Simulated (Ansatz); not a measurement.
Geometry optimisation, UKS CAM-B3LYP/def2-SVP in Ansatz 0.2.0.

Input:

```yaml
crystal:
  periodic: [false, false, false]
  atoms:
    - { symbol: Al, position_ang: [0.008012, 0.005675, -0.092828] }
    - { symbol: Cl, position_ang: [0.065129, 0.129425, 2.093011] }
    - { symbol: H, position_ang: [1.395129, -0.032783, -0.827495] }
    - { symbol: H, position_ang: [-1.413264, -0.032456, -0.759196] }
    - { symbol: H, position_ang: [-0.055006, -0.069862, 4.656508] }
magnetization:
  spin_polarized: true
  initial_magnetization: 1
basis:
  gaussian: { orbitals: def2-SVP }
hamiltonian:
  xc: cam_b3lyp
relax:
  f_tol: 0.03
  max_steps: 50
```

Launched with:

```bash
$ ansatz run input.yaml --threads 1 --pin off --max-ram 2048MiB --backend cpu --events-out ev --progress --plain --runs-dir out
```

Where does it end, and by what steps?

It converged. The force dipped under the threshold on the way, but the program's further checks kept it going. After 6 steps the energy has fallen by 0.084 eV; H5 moved furthest, 0.41 Å.

| step | energy less start (eV) | largest force component (eV/Å) | accepted |
| --- | --- | --- | --- |
| 0 | 0.0000 | 1.320 | yes |
| 1 | -0.0583 | 0.428 | yes |
| 2 | -0.0724 | 0.126 | yes |
| 3 | -0.0809 | 0.029 | yes |
| 4 | -0.0832 | 0.015 | yes |
| 5 | -0.0838 | 0.007 | yes |
| 6 | -0.0838 | 0.003 | yes |

```xyz
5
Properties=species:S:1:pos:R:3
Al 0.013 0.011 -0.159
Cl 0.075 0.150 1.937
H 1.383 -0.036 -0.927
H -1.400 -0.036 -0.845
H -0.070 -0.089 5.063
```

Whether the end is a true minimum wasn't checked by a vibrational analysis.

Run time: 7.6 s on 1 thread of Intel(R) Xeon(R) 6975P-C (Granite Rapids) (shared host), peak memory 0.15 GiB.
